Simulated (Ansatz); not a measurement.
Input file:

```yaml
crystal:
  periodic: [false, false, false]
  atoms:
    - {symbol: Sn, position_ang: [0.000000, -0.031492, 0.029421]}
    - {symbol: H, position_ang: [0.000000, 2.878623, -4.977265]}
    - {symbol: H, position_ang: [0.000000, 0.830352, 1.512174]}
basis:
  gaussian: {orbitals: def2-SVP}
magnetization: {spin_polarized: true, initial_magnetization: 2}
correlation: {method: ccsd, electrons: outside_noble_gas}
```

```sh
$ ansatz run in.yaml --threads 1 --pin off --events-out ev --progress --plain --max-ram 2393MiB
```

The program prints:

```
444 factors; integrals over basis functions are off by at most 5.1e-4 eV
mean field evaluation 1: about -5833.5542 eV, gradient 5.6e0 eV
mean field evaluation 2: about -5833.5672 eV, gradient 5.6e0 eV
mean field evaluation 4: about -5834.0017 eV, gradient 4.8e-1 eV
mean field evaluation 8: about -5834.0048 eV, gradient 1.6e-3 eV
mean field evaluation 16: about -5834.0045 eV, gradient 8.7e-2 eV
mean field evaluation 32: about -5834.0048 eV, gradient 5.1e-6 eV
mean field evaluation 64: about -5834.0048 eV, gradient 9.1e-4 eV
mean field evaluation 96: about -5833.0619 eV, gradient 4.3e0 eV
mean field evaluation 128: about -5834.0045 eV, gradient 7.5e-3 eV
mean field evaluation 160: about -5831.7503 eV, gradient 5.2e-4 eV
mean field evaluation 192: about -5830.6406 eV, gradient 3.3e-1 eV
mean field evaluation 224: about -5832.7632 eV, gradient 7.4e-1 eV
mean field evaluation 256: about -5831.7503 eV, gradient 2.8e-2 eV
mean field evaluation 288: about -5830.6397 eV, gradient 2.3e-3 eV
mean field evaluation 320: about -5834.0048 eV, gradient 1.9e-3 eV
mean field evaluation 352: about -5831.7676 eV, gradient 1.3e0 eV
mean field evaluation 384: about -5830.6394 eV, gradient 2.2e-3 eV
mean field -5834.00479678 eV, -214.3957218511 hartree, gradient 8.3e-6 eV, S^2 2.011229; 15 other end points of the search recorded, 0 dependent functions left out
determinant -5834.00479678 eV, -214.3957218511 hartree, with singles and doubles -5835.98892604 eV, -214.4686372566 hartree
determinant -5834.00455031 eV, -214.3957127937 hartree, with singles and doubles -5835.98869024 eV, -214.4686285910 hartree
determinant -5832.79239597 eV, -214.3511669431 hartree, with singles and doubles -5834.32949261 eV, -214.4076542027 hartree
determinant -5831.80635107 eV, -214.3149304614 hartree, with singles and doubles -5833.56486865 eV, -214.3795547905 hartree
determinant -5831.75082841 eV, -214.3128900415 hartree, with singles and doubles -5833.65597196 eV, -214.3829027754 hartree
determinant -5831.75030660 eV, -214.3128708652 hartree, with singles and doubles -5833.65552995 eV, -214.3828865321 hartree
determinant -5830.63969720 eV, -214.2720567227 hartree, with singles and doubles -5832.68737194 eV, -214.3473073812 hartree
determinant -5830.63944263 eV, -214.2720473673 hartree, with singles and doubles -5832.68715426 eV, -214.3472993817 hartree
determinant -5834.00479678 eV, -214.3957218511 hartree, with singles and doubles -5835.98661287 eV, -214.4685522491 hartree
determinant -5834.00455031 eV, -214.3957127937 hartree, with singles and doubles -5835.98638706 eV, -214.4685439507 hartree
9 core orbitals not correlated: weight in the atoms' cores, before any rotation towards them, 0.999 or more for the frozen orbitals, at most 0.001 for the correlated occupied ones
reference -5834.00479678 eV, -214.3957218511 hartree; 4, 2 occupied and 23, 25 virtual orbitals, 444 factors
second order -1.45539509 eV of doubles, -0.00000000 eV of singles
cycle   1  -1.98181494 eV  change    1.1e-6 eV  update   2.4e-6
Total energy: -5835.98661172 eV, -214.4685522070 hartree
```

Ran on 1 thread of Intel Xeon Platinum 8259CL, shared host: 4.1 s wall, 0.19 GiB peak host memory.
